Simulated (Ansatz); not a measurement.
Hf7Ti3AlMo2W7: can entropy hold this alloy together?

The calculation used Ansatz 0.2.0, DFT PBE, scalar-relativistic, plane waves, PAW.

Cutoff 420 eV; k points 5×5×5 on the computed 20-atom cell (Γ-centred); Gaussian smearing, width 0.10 eV; no spin polarisation.

Cells of 20 atoms on a bcc lattice, 3 Ti, 7 W, 1 Al, 2 Mo, 7 Hf, each occupation relaxed without symmetry on a coarser mesh and computed once more. α is the first-shell Warren–Cowley parameter of unlike pairs (negative: unlike neighbours in excess, 0: random), given as its mean and root mean square over the pairs, since a mean near 0 can hide order that cancels. ΔH counts from the elements in their standard crystals.

```json
{"cell": "1", "mean α": "-0.02", "rms α": "0.17", "ΔH (meV/atom)": "54", "V (Å³/atom)": "18.01", "rms shift from sites (Å)": "0.14"}
{"cell": "2", "mean α": "-0.20", "rms α": "0.62", "ΔH (meV/atom)": "58", "V (Å³/atom)": "18.03", "rms shift from sites (Å)": "0.15"}
{"cell": "3", "mean α": "0.10", "rms α": "0.62", "ΔH (meV/atom)": "72", "V (Å³/atom)": "17.84", "rms shift from sites (Å)": "0.11"}
```

Task: Weigh the mixing energy against the ideal entropy.

Result: Ideal mixing gives S = −k_B Σ x ln x = 1.399 k_B per atom (11.6 J/(mol K)), worth 121 meV/atom at 1000 K. The cell nearest to random, 1, has ΔH = 54 meV/atom. Against the pure elements it breaks even at T = ΔH/S = 450 K; above that the solution beats the pure elements, but parting into two partly mixed solutions pays up to a higher temperature (2ΔH/k_B, 1.4 times as high, for a regular binary solution at equal shares), and compounds may beat both. ΔH includes the cost of putting the elements on this lattice where they prefer another, and what the coarser relaxation leaves, which can only raise it; vibrational entropy is left out. An error of 8 meV/atom in ΔH, as mesh and relaxation can leave, moves such a temperature by 70 K, and the spread of these cells, 18 meV/atom, by 150 K.

The final mesh leaves forces up to 0.08 eV/Å and stresses up to 0.4 GPa.

Spin–orbit coupling is left out, which can shift energies with elements as heavy as these. Spin polarisation was left out, and a magnetic state may lie lower.

Cost: 6 runs of about 100 core-minutes in all (earlier runs that led there not counted), on Arm Neoverse V1 (shared hosts).